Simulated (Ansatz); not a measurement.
Program: Ansatz. Geometries: PBE0-D4/def2-TZVP. ΔE: electronic, gas phase. CBS: MP2 limit from def2 TZ/QZ plus the TZ coupled-cluster correction, frozen cores. This one scheme is used for every species, atoms too. Functionals use def2-TZVPP. HSE06 is defined as in plane-wave codes. Open shells (•) are unrestricted, without spin–orbit coupling. Spin–orbit coupling would lower the free atoms: a little for Al, S.

Consider the atomization: `[AlH2][S][AlH2]` → 2 Al• + 4 H• + S•.

`[AlH2][S][AlH2]`:

Cartesian coordinates in Å:
```
Al 1.401 0.926 0.194
S 0.848 -1.163 -0.120
Al -1.329 -1.025 -0.203
H 0.288 2.043 0.293
H 2.948 1.228 0.308
H -2.106 -2.382 -0.431
H -2.050 0.372 -0.041
```

```csv
level,ΔE (kcal/mol),difference from CCSD(T)/CBS
PBE-D4,433.8,-11.4
revPBE-D4,428.0,-17.2
B97M-V,458.9,13.7
PBE0-D4,434.1,-11.1
HSE06-D4,434.2,-11.0
CAM-B3LYP-D4,440.5,-4.7
ωB97M-V,445.0,-0.2
PBE-QIDH,436.5,-8.7
BLYP,425.0,-20.2
r2SCANh,442.7,-2.5
LC-ωPBE,435.9,-9.3
HF/def2-SVP,339.5,-105.7
CCSD(T)/def2-SVP,414.3,-30.9
CCSD(T)/def2-TZVPP,431.9,-13.3
HF/CBS(def2),340.1,-105.1
CCSD/CBS(def2),440.3,-4.9
CCSD(T)/CBS,445.2,0
```

Largest T1 diagnostic among the species: 0.018.

At CCSD(T), def2-SVP lies −30.9 kcal/mol from the extrapolated value and def2-TZVPP −13.3 kcal/mol: correlation converges slowly with the basis, and small sets miss more of it in the bonded molecule than in its fragments. From r2SCAN to r2SCAN0 (25 % exact exchange), in def2-TZVPP and without D4, ΔE moves by −4.3 kcal/mol: exact exchange takes away binding that semilocal exchange gives to molecules. Leaving LDA and LC-ωPBE aside and taking each functional with its dispersion term where it has one, the values spread over 30.9 kcal/mol, from revPBE-D4 to B97M-V. LDA lies +51.3 kcal/mol from PBE without D4, its usual overbinding.

For atomizations the MP2-based limit and the directly extrapolated one differ by several kJ/mol either way, and by 10 to 25 for some Ge, Se and Sn compounds, so smaller differences from it don't rank the levels.
